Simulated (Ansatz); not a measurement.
# Si₂H₄Cl+: one structure at several levels

The atoms stand at a structure displaced at random from a GFN2-xTB minimum. How far do the functionals agree with CCSD(T) there?

Method: single points in def2-TZVPP; program: Ansatz 0.2.0, Gaussian basis.

Cores are frozen in the correlated methods.

### Step 1. The starting structure

SMILES `[SiH2+][SiH2]Cl`, 7 atoms, charge 1, spin multiplicity 1.

Atoms are counted from 1 here; the program's logs count them from 0.

Bond lengths: Si1–Si2 2.440 Å, Si1–H4 1.588 Å, Si1–H5 1.380 Å, Si2–Cl3 1.841 Å, Si2–H6 1.382 Å, Si2–H7 1.582 Å. Angles: Si2–Si1–H4 130.9°, Si2–Si1–H5 137.2°, H4–Si1–H5 91.3°, Si1–Si2–Cl3 113.0°, Si1–Si2–H6 110.2°, Si1–Si2–H7 91.1°, Cl3–Si2–H6 117.0°, Cl3–Si2–H7 110.8°, H6–Si2–H7 111.9°.

As a file:

```xyz
7
ClH4Si2
Si   -1.07770    0.30340   -0.70900
Si    0.86830   -0.10330    0.70520
Cl    1.06350   -1.87430    1.16960
H    -2.33010   -0.61420   -1.04380
H    -1.65050    1.37790   -1.35900
H     0.91680    0.82300    1.73030
H     1.84570    0.27720   -0.47960
```

### Step 2. CCSD(T)/def2-TZVPP

run/in.yaml reads:

```yaml
crystal:
  periodic: [false, false, false]
  atoms:
    - {symbol: Si, position_ang: [-1.077700, 0.303400, -0.709000]}
    - {symbol: Si, position_ang: [0.868300, -0.103300, 0.705200]}
    - {symbol: Cl, position_ang: [1.063500, -1.874300, 1.169600]}
    - {symbol: H, position_ang: [-2.330100, -0.614200, -1.043800]}
    - {symbol: H, position_ang: [-1.650500, 1.377900, -1.359000]}
    - {symbol: H, position_ang: [0.916800, 0.823000, 1.730300]}
    - {symbol: H, position_ang: [1.845700, 0.277200, -0.479600]}
basis:
  gaussian: {orbitals: def2-TZVPP}
total_charge: 1
correlation: {method: ccsd_t}
output: {forces: true}
```

No record of the launch command was kept for these runs.

### Step 3. PBE0-D4/def2-TZVPP

Changes to run/in.yaml since step 2:

```diff
@@ -13,3 +13,3 @@
 total_charge: 1
-correlation: {method: ccsd_t}
-output: {forces: true}
+hamiltonian: {xc: pbe0, dispersion: d4}
+output: {forces: true, orbitals: {seedname: orbitals}}
```

### Step 4. wB97M-V/def2-TZVPP

Changes to run/in.yaml since step 3:

```diff
@@ -13,3 +13,3 @@
 total_charge: 1
-hamiltonian: {xc: pbe0, dispersion: d4}
-output: {forces: true, orbitals: {seedname: orbitals}}
+hamiltonian: {xc: {name: wB97M-V}}
+output: {forces: true}
```

### Step 5. r2SCAN-D4/def2-TZVPP

Changes to run/in.yaml since step 4:

```diff
@@ -13,3 +13,3 @@
 total_charge: 1
-hamiltonian: {xc: {name: wB97M-V}}
+hamiltonian: {xc: r2scan, dispersion: d4}
 output: {forces: true}
```

### Step 6. PBE-D4/def2-TZVPP

Changes to run/in.yaml since step 5:

```diff
@@ -13,3 +13,3 @@
 total_charge: 1
-hamiltonian: {xc: r2scan, dispersion: d4}
+hamiltonian: {xc: pbe, dispersion: d4}
 output: {forces: true}
```

### Step 7. BLYP-D4/def2-TZVPP

Changes to run/in.yaml since step 6:

```diff
@@ -13,3 +13,3 @@
 total_charge: 1
-hamiltonian: {xc: pbe, dispersion: d4}
+hamiltonian: {xc: {name: BLYP}, dispersion: d4}
 output: {forces: true}
```

### Step 8. B97M-V/def2-TZVPP

Changes to run/in.yaml since step 7:

```diff
@@ -13,3 +13,3 @@
 total_charge: 1
-hamiltonian: {xc: {name: BLYP}, dispersion: d4}
+hamiltonian: {xc: {name: B97M-V}}
 output: {forces: true}
```

(Steps that only read results are left out.)

What does the calculation give? Wanted: energy less free atoms, CCSD(T)/def2-TZVPP; RMS force component; RMS force error; HOMO and LUMO, PBE0-D4; T1 diagnostic.

**Answer**, as computed:

```
                                  quantity                                                                                          value
energy less free atoms, CCSD(T)/def2-TZVPP                                                                                  -997.8 kJ/mol
                       RMS force component                                                           1.933 to 2.109 eV/Å over the methods
                           RMS force error  PBE0-D4 0.139, wB97M-V 0.072, r2SCAN-D4 0.144, PBE-D4 0.229, BLYP-D4 0.138, B97M-V 0.206 eV/Å
                    HOMO and LUMO, PBE0-D4                                                                            -13.79 and -9.27 eV
                             T1 diagnostic                                                                                          0.012
```

**Reading.** Against CCSD(T) the functionals' energies less atoms differ by -81.5 to -30.8 kJ/mol, PBE-D4 by -37.0 kJ/mol. A larger basis would deepen the CCSD(T) value, while the functionals are nearly converged already, so the order here is not reliable. On forces the order runs from wB97M-V to PBE-D4. Frozen-core CCSD(T) forces in triple zeta carry basis errors of their own, and this is one geometry, so small gaps rank nothing.
